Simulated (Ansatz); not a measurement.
System: Ba2WO5 (Pnma, No. 62; cell taken from a computed entry). Method: r²SCAN+SOC in Ansatz (plane waves, PAW).

Excerpt of the program's output:

```
Crystal: 32 atoms, lattice volume = 479.154 Å³
Basis set: ecut = 560 eV, 14373 PW (Γ), exchange–correlation on 180×135×270 points (27 copies of the dense FFT grid, shifted against one another)
Bands: 320, of which v1, the nominal top of the filled ones, is band 256 counted from 1 (255 counted from 0)
Symmetry: 8 space group operations + 8 with time reversal
k-points: 36 of 96
Initial density: superposition of atomic densities (chi_scale 0.1, normalization cell, long waves kept (reshape's long-wave potential 0.06 eV rms))
Functional: x = r2scan, c = r2scan; τ floored in thin density (d = 2e-4 eV/Å³)
WARN: concurrent solve slots capped 8 → 5 …
spin=Noncollinear: Resta preconditioning applied to the charge; magnetization (m_x, m_y, m_z) channels mix plain (no charge-response kernel on spin).
SCF 1 converged in 13 iterations: F = -100513.981929 eV  dr2 = 2.71e-9
SCF converged after 13 iterations
Free energy (F): -100513.981929 eV
Internal energy: -100513.981929 eV  (E = F + TS)
E sigma→0 (E₀):  -100513.981929 eV
Fermi energy:    10.860593 eV
  ...
  atom   8  Ba     0.01990779     0.00000000     0.11768911
  atom   9  W     -0.17166284     0.00000000    -0.19537875
  atom  10  W      0.17166284    -0.00000000     0.19537875
  atom  11  W      0.17166284    -0.00000000    -0.19537875
  atom  12  W     -0.17166284     0.00000000     0.19537875
  atom  13  O      0.15010805     0.22436036    -0.04675178
  atom  14  O     -0.15010805    -0.22436036     0.04675178
  atom  15  O     -0.15010805    -0.22436036    -0.04675178
  atom  16  O      0.15010805     0.22436036     0.04675178
  atom  17  O      0.15010805    -0.22436036     0.04675178
  atom  18  O     -0.15010805     0.22436036    -0.04675178
  atom  19  O     -0.15010805     0.22436036     0.04675178
  atom  20  O      0.15010805    -0.22436036    -0.04675178
  atom  21  O     -0.00133614    -0.00000000    -0.25534052
  atom  22  O      0.00133614     0.00000000     0.25534052
  atom  23  O      0.00133614     0.00000000    -0.25534052
  atom  24  O     -0.00133614    -0.00000000     0.25534052
  atom  25  O      0.00000000     0.00000000    -0.00000000
  atom  26  O      0.00000000     0.00000000     0.00000000
  atom  27  O      0.00000000    -0.00000000    -0.00000000
  atom  28  O     -0.00000000    -0.00000000    -0.00000000
  atom  29  O     -0.14186285     0.00000000     0.20985706
  atom  30  O      0.14186285    -0.00000000    -0.20985706
  atom  31  O      0.14186285     0.00000000     0.20985706
  atom  32  O     -0.14186285    -0.00000000    -0.20985706
--- Stress (GPa, compression-positive) ---
        1.711837       0.000000      -0.000000
        0.000000       2.108509       0.000000
       -0.000000       0.000000       2.059638
  P = ⅓ Tr σ = 1.9600 GPa (19.600 kbar)
```

Question: Write an input file that could have produced this run (the log leaves some choices open).

Answer: Several could match; the one computed here: 
Ansatz 0.2 input:
```yaml
crystal:
  lattice:
    - [7.3614673609, 0.0, 0.0]
    - [0.0, 5.6912620048, 0.0]
    - [0.0, 0.0, 11.4367485354]
  atoms:
    - { symbol: Ba, position: [0.6777670134, 0.75, 0.0841717639] }
    - { symbol: Ba, position: [0.3222329866, 0.25, 0.9158282361] }
    - { symbol: Ba, position: [0.8222329866, 0.25, 0.5841717639] }
    - { symbol: Ba, position: [0.1777670134, 0.75, 0.4158282361] }
    - { symbol: Ba, position: [0.5230536502, 0.25, 0.2860111363] }
    - { symbol: Ba, position: [0.4769463498, 0.75, 0.7139888637] }
    - { symbol: Ba, position: [0.9769463498, 0.75, 0.7860111363] }
    - { symbol: Ba, position: [0.0230536502, 0.25, 0.2139888637] }
    - { symbol: W, position: [0.8208869336, 0.25, 0.9343882105] }
    - { symbol: W, position: [0.1791130664, 0.75, 0.0656117895] }
    - { symbol: W, position: [0.6791130664, 0.75, 0.4343882105] }
    - { symbol: W, position: [0.3208869336, 0.25, 0.5656117895] }
    - { symbol: O, position: [0.173922565, 0.007895022, 0.6141592009] }
    - { symbol: O, position: [0.826077435, 0.992104978, 0.3858407991] }
    - { symbol: O, position: [0.326077435, 0.992104978, 0.1141592009] }
    - { symbol: O, position: [0.673922565, 0.007895022, 0.8858407991] }
    - { symbol: O, position: [0.673922565, 0.492104978, 0.8858407991] }
    - { symbol: O, position: [0.326077435, 0.507895022, 0.1141592009] }
    - { symbol: O, position: [0.826077435, 0.507895022, 0.3858407991] }
    - { symbol: O, position: [0.173922565, 0.492104978, 0.6141592009] }
    - { symbol: O, position: [0.7749754889, 0.75, 0.5925276225] }
    - { symbol: O, position: [0.2250245111, 0.25, 0.4074723775] }
    - { symbol: O, position: [0.7250245111, 0.25, 0.0925276225] }
    - { symbol: O, position: [0.2749754889, 0.75, 0.9074723775] }
    - { symbol: O, position: [0.0, 0.5, 0.0] }
    - { symbol: O, position: [0.5, 0.5, 0.5] }
    - { symbol: O, position: [0.5, 0.0, 0.5] }
    - { symbol: O, position: [0.0, 0.0, 0.0] }
    - { symbol: O, position: [0.9735220618, 0.25, 0.8039147094] }
    - { symbol: O, position: [0.0264779382, 0.75, 0.1960852906] }
    - { symbol: O, position: [0.5264779382, 0.75, 0.3039147094] }
    - { symbol: O, position: [0.4735220618, 0.25, 0.6960852906] }
basis:
  ecutwfc: 560
  ecutrho_ratio: 4
  xc_grid: 3
kpoints:
  mp_grid: { grid: [4, 6, 4] }
hamiltonian:
  xc: r2scan
  dispersion: none
  pseudopotentials: { kind: paw }
scf:
  occupations: { method: fermi_dirac, width: 0.01 }
  convergence: { dr2_threshold: 0.0000000032 }
output:
  forces: true
  stress: true
  eigenvalues: true
magnetization:
  noncollinear: true
  spin_orbit: true
```

The PAW data were made under PBE.

Note: cell and atoms aren't relaxed at this level (largest force component 0.26 eV/Å, pressure 2.0 GPa).

Ansatz is a quantum-chemistry and plane-wave program.
